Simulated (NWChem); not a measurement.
# quartet C2H3O at 6 levels

We compute a comparison of 6 runs (U-r2SCAN/def2-TZVP, U-revPBE/def2-TZVP, UBLYP/def2-TZVP, UPBE/def2-TZVP, UPBE0/def2-TZVP, UTPSS/def2-TZVP) of quartet C2H3O. 

Program for the calculation: NWChem 7.3.0.

1 further run of the same task is left out (it didn't finish).

## 1. The structure to begin with

C2H3O has 6 atoms, charge 0, and is taken as a quartet. SMILES of the parent species: `C[C]=O`. The coordinates come from a PBE0-D4/def2-TZVP relaxation. That shape belongs to the parent species and isn't relaxed for this state.

Bond lengths: C1–C2 1.497 Å, C2–O3 1.175 Å, C1–H4 1.091 Å, C1–H5 1.094 Å, C1–H6 1.092 Å. Angles: C1–C2–O3 129.3°, C2–C1–H4 108.7°, C2–C1–H5 111.4°, C2–C1–H6 108.4°, H4–C1–H5 110.6°, H4–C1–H6 107.1°, H5–C1–H6 110.5°.

## 2. The energy at U-r2SCAN/def2-TZVP (run 1)

File run.py:

```python
from ase import Atoms
from ase.calculators.nwchem import NWChem

mol = Atoms(['C', 'C', 'O', 'H', 'H', 'H'], positions=[
    [-0.150600, 0.360900, -0.246200],
    [-0.095300, -0.937800, 0.496900],
    [0.811800, -1.439800, 1.050900],
    [-0.929700, 0.983800, 0.196900],
    [0.814100, 0.875700, -0.222400],
    [-0.450200, 0.157100, -1.276100],
])

calc = NWChem(
    label='mol',
    theory='dft',
    memory='2200 mb',
    basis='def2-TZVP',
    basispar='spherical bse',
    dft={'xc': 'r2scan', 'mult': '4', 'grid': 'fine', 'convergence': 'energy 1e-08', 'iterations': '100', 'mulliken': None},
    task='energy',
)
mol.calc = calc

print(f"energy = {mol.get_potential_energy():.6f} eV")
```

On the command line:

```console
$ export ASE_NWCHEM_COMMAND="nwchem PREFIX.nwi > PREFIX.nwo"
$ python run.py
```

The log of the run:

```text
energy = -4161.495424 eV
```

The calculator wrote mol.nwi:

```
title "mol"

permanent_dir mol

scratch_dir mol

start mol

geometry units angstrom nocenter noautosym noautoz
  C  -1.5060000000000001e-01 3.6090000000000000e-01 -2.4620000000000000e-01
  C  -9.5299999999999996e-02 -9.3779999999999997e-01 4.9690000000000001e-01
  O  8.1179999999999997e-01 -1.4398000000000000e+00 1.0508999999999999e+00
  H  -9.2969999999999997e-01 9.8380000000000001e-01 1.9689999999999999e-01
  H  8.1410000000000005e-01 8.7570000000000003e-01 -2.2239999999999999e-01
  H  -4.5019999999999999e-01 1.5709999999999999e-01 -1.2761000000000000e+00
end

memory 2200 mb

basis spherical bse noprint
   * library def2-TZVP
end

dft
  xc r2scan
  mult 4
  grid fine
  convergence energy 1e-08
  iterations 100
  mulliken
end

task dft energy
```

mol.nwo:

```text
Northwest Computational Chemistry Package (NWChem) 7.3.0
             --------------------------------------------------------

           Job information
           ---------------

    nwchem branch   = 7.3.0
    use scalapack   = T
    input           = mol.nwi
    prefix          = mol.
    data base       = mol/mol.db
    status          = startup
    nproc           =        1

           Memory information
           ------------------

[... 5 lines left out ...]
    hardfail = no
[... 39 lines left out ...]
            Nuclear Dipole moment (a.u.)
[... 80 lines left out ...]
          Convergence on density requested:  1.00D-05
[... 24 lines left out ...]
          Convergence aids based upon iterative change in
[... 29 lines left out ...]
 2-e energy   =     114.034202
[... 56 lines left out ...]
           Coulomb energy =      136.362953989934
[... 790 lines left out ...]
                     DFT Final Beta Molecular Orbital Analysis
[... 900 lines left out ...]
     Multipole analysis of the density
     ---------------------------------

     L   x y z        total         alpha         beta         nuclear
     -   - - -        -----         -----         ----         -------
     0   0 0 0     -0.000000    -13.000000    -10.000000     23.000000

     1   1 0 0     -0.105373     -4.443892     -4.076809      8.415328
[... 8 lines of this table left out ...]
     2   0 0 2    -14.048801    -33.578723    -24.740324     44.270246

 Task  times  cpu:      138.3s     wall:      138.3s
 Total times  cpu:      138.4s     wall:      138.4s
```

Run time: 2.4 min. Hardware: 1 thread of AMD EPYC, shared host; peak memory 0.12 GiB.

## 3. A single-point energy at U-revPBE/def2-TZVP (run 2)

File calc.xyz:

```xyz
6

C     -0.150600     0.360900    -0.246200
C     -0.095300    -0.937800     0.496900
O      0.811800    -1.439800     1.050900
H     -0.929700     0.983800     0.196900
H      0.814100     0.875700    -0.222400
H     -0.450200     0.157100    -1.276100
```

File run.py:

```python
from ase.io import read
from ase.calculators.nwchem import NWChem

mol = read('calc.xyz')

calc = NWChem(
    label='calc',
    theory='dft',
    memory='2200 mb',
    basis='def2-TZVP',
    basispar='spherical bse',
    dft={'xc': 'revpbe cpbe96', 'mult': '4', 'grid': 'fine', 'convergence': 'energy 1e-08', 'iterations': '100', 'mulliken': None},
    task='energy',
)
mol.calc = calc

print(f"energy = {mol.get_potential_energy():.6f} eV")
```

On the command line:

```console
$ export ASE_NWCHEM_COMMAND="nwchem PREFIX.nwi > PREFIX.nwo"
$ python run.py
```

The log of the run:

```text
energy = -4162.433645 eV
```

The calculator wrote calc.nwi:

```
title "calc"

permanent_dir calc

scratch_dir calc

start calc

geometry units angstrom nocenter noautosym noautoz
  C  -1.5060000000000001e-01 3.6090000000000000e-01 -2.4620000000000000e-01
  C  -9.5299999999999996e-02 -9.3779999999999997e-01 4.9690000000000001e-01
  O  8.1179999999999997e-01 -1.4398000000000000e+00 1.0508999999999999e+00
  H  -9.2969999999999997e-01 9.8380000000000001e-01 1.9689999999999999e-01
  H  8.1410000000000005e-01 8.7570000000000003e-01 -2.2239999999999999e-01
  H  -4.5019999999999999e-01 1.5709999999999999e-01 -1.2761000000000000e+00
end

memory 2200 mb

basis spherical bse noprint
   * library def2-TZVP
end

dft
  xc revpbe cpbe96
  mult 4
  grid fine
  convergence energy 1e-08
  iterations 100
  mulliken
end

task dft energy
```

calc.nwo:

```text
Northwest Computational Chemistry Package (NWChem) 7.3.0
             --------------------------------------------------------

           Job information
           ---------------

    nwchem branch   = 7.3.0
    use scalapack   = T
    input           = calc.nwi
    prefix          = calc.
    data base       = calc/calc.db
    status          = startup
    nproc           =        1

           Memory information
           ------------------

[... 5 lines left out ...]
    hardfail = no
[... 39 lines left out ...]
            Nuclear Dipole moment (a.u.)
[... 82 lines left out ...]
          Convergence on density requested:  1.00D-05
[... 24 lines left out ...]
          Convergence aids based upon iterative change in
[... 29 lines left out ...]
 2-e energy   =     114.034202
[... 56 lines left out ...]
           Coulomb energy =      136.327770032370
[... 790 lines left out ...]
                     DFT Final Beta Molecular Orbital Analysis
[... 900 lines left out ...]
     Multipole analysis of the density
     ---------------------------------

     L   x y z        total         alpha         beta         nuclear
     -   - - -        -----         -----         ----         -------
     0   0 0 0     -0.000000    -13.000000    -10.000000     23.000000

     1   1 0 0     -0.103717     -4.428673     -4.090372      8.415328
[... 8 lines of this table left out ...]
     2   0 0 2    -14.171965    -33.678816    -24.763396     44.270246

 Task  times  cpu:      225.8s     wall:      225.8s
 Total times  cpu:      225.8s     wall:      225.8s
```

It took 3.8 min on 1 thread of AMD EPYC, shared host; peak memory 0.12 GiB.

Runs 3 to 5 aren't shown in full; the table further down has their settings and results.

## 4. A single-point energy at UTPSS/def2-TZVP (run 6)

File c2h3o.nw:

```
start c2h3o
title "C2H3O"
memory 2200 mb

geometry units angstrom noautosym nocenter noautoz
  C       -0.150600       0.360900      -0.246200
  C       -0.095300      -0.937800       0.496900
  O        0.811800      -1.439800       1.050900
  H       -0.929700       0.983800       0.196900
  H        0.814100       0.875700      -0.222400
  H       -0.450200       0.157100      -1.276100
end

basis spherical bse
  * library def2-TZVP
end

dft
  xc xtpss03 ctpss03
  mult 4
  grid fine
  convergence energy 1e-08
  iterations 100
  mulliken
end

task dft
```

On the command line:

```console
$ nwchem c2h3o.nw > c2h3o.out
```

The log of the run:

```text
[...]
          Wavefunction type:  spin polarized.
          No. of atoms     :     6
          No. of electrons :    23
[...]
          Charge           :     0
          Spin multiplicity:     4
[...]
          AO basis - number of functions:   111
[...]
              XC Information
              --------------
                  TPSS metaGGA Exchange Functional  1.000
             TPSS03 metaGGA Correlation Functional  1.000
[...]
 d= 0,ls=0.0,diis     1   -152.9320003391 -2.16D+02  9.35D-03  1.46D-01     8.2
[...]
 d= 0,ls=0.0,diis    13   -153.0355031785 -6.81D-09  2.19D-07  9.94D-11   124.9
[...]
         Total DFT energy =     -153.035503178527
      One electron energy =     -332.069350327473
           Coulomb energy =      136.380757633601
    Exchange-Corr. energy =      -20.602737767916
 Nuclear repulsion energy =       63.255827283261
[...]
      Total Density - Mulliken Population Analysis
     ---------------------------------------------
    Atom       Charge   Shell Charges
 -----------   ------   -------------------------------------------------------
    1 C    6     6.22   0.86  1.12  0.52  0.67 -0.01  1.32  1.30  0.38  0.02  0.05  0.00
    2 C    6     6.17   0.86  1.12  0.53  0.56  0.23  1.30  1.12  0.31  0.04  0.09  0.02
    3 O    8     8.02   0.79  1.18  0.62  0.93  0.30  1.88  1.70  0.58  0.00  0.03  0.00
    4 H    1     0.86   0.27  0.47  0.10  0.02
    5 H    1     0.87   0.27  0.46  0.12  0.02
    6 H    1     0.86   0.27  0.47  0.10  0.02
[...]
      <S2> =      3.7562 (Exact =     3.7500)
[...]
```

Wall time 2.1 min (1 thread of AMD EPYC, shared host); peak memory 0.12 GiB.

## 5. The series

```
run               level  energy (Eh)  dipole moment (D)  HOMO energy (eV)   ⟨S²⟩  wall time
  1  U-r2SCAN/def2-TZVP  -152.932137               1.62             -2.64  3.759    2.4 min
  2  U-revPBE/def2-TZVP  -152.966616               1.80             -2.17  3.755    3.8 min
  3     UBLYP/def2-TZVP  -152.962793               1.89                 –  3.755    3.7 min
  4      UPBE/def2-TZVP  -152.823823               1.88             -2.20  3.755    3.6 min
  5     UPBE0/def2-TZVP  -152.835497               1.44             -3.79  3.757    1.7 min
  6     UTPSS/def2-TZVP  -153.035503               1.69             -2.37  3.756    2.1 min
```

## 6. What came out

| quantity | value |
| --- | --- |
| run 6: total energy | -153.03550 Eh |
| run 6: dipole moment | 1.69 D |
| run 6: HOMO energy (highest over α and β) | -2.37 eV |
| run 6: ⟨S²⟩ | 3.756 |

The dipole moment (its size) runs from 1.44 D (UPBE0/def2-TZVP) to 1.89 D (UBLYP/def2-TZVP). Totals of different functionals can't be ranked against each other. All runs together took 17 min, the longest 3.8 min.
